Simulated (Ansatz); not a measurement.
# SiH3+ (singlet): the correlation ladder, cc-pVTZ

The task here is to estimate one member of a computed series from the others.

Method: cc-pVTZ, core rule «outside noble gas», up to 5 orbitals frozen; program: Ansatz 0.2.0, Gaussian basis.

The runs, in order: UHF; CCSD(T) on RHF; BCCD(T) on RHF; CCSDT(Q) on RHF.

20 further runs of the same task are left out: 2 for a known fault of the program, 10 that didn't finish, 8 set aside as unsound or not needed.

## The geometry

The geometry is a PBE0/def2-TZVP stationary point (not a proven minimum) of the parent state, kept for this charge and spin.

4 atoms, charge 1, spin multiplicity 1.

Atoms are counted from 1 here; the program's logs count them from 0.

Bond lengths: Si1–H2 1.486 Å, Si1–H3 1.486 Å, Si1–H4 1.486 Å. Angles: H2–Si1–H3 111.3°, H2–Si1–H4 111.3°, H3–Si1–H4 111.3°.

Set-up of the first run:

The input, in.yaml:

```yaml
crystal:
  periodic: [false, false, false]
  atoms:
    - {symbol: Si, position_ang: [0.000090, -0.000062, -0.043737]}
    - {symbol: H, position_ang: [1.415348, 0.014593, 0.409118]}
    - {symbol: H, position_ang: [-0.721058, 1.220018, 0.403029]}
    - {symbol: H, position_ang: [-0.696788, -1.232882, 0.406559]}
basis:
  gaussian: {orbitals: cc-pVTZ}
total_charge: 1
magnetization: {spin_polarized: true, initial_magnetization: 0}
hamiltonian: {xc: hf}
output: {orbitals: {seedname: orbitals}}
```

Run with:

```console
$ ansatz run in.yaml --threads 1 --pin off --events-out ev --progress --plain --max-ram 2393MiB
```

Among the steps run: UHF; CCSD(T) on RHF; BCCD(T) on RHF; CCSDT(Q) on RHF.

One of the session's tables, all rows but one given; the rest of the session is left out.

```
   method  from RCCSDT(Q) (kJ/mol)
      RHF                   +351.1
     RMP2                    +74.6
    RCCSD                        ?
 RCCSD(T)                     +1.7
  BCCD(T)                     +1.7
   RCCSDT                     +0.2
RCCSDT(Q)                        0
```

Q: Estimate the row for RCCSD from the others.

As computed: from RCCSDT(Q) (kJ/mol): +8.2. In the column «from RCCSDT(Q) (kJ/mol)» it lies between BCCD(T) (+1.7) and RMP2 (+74.6).
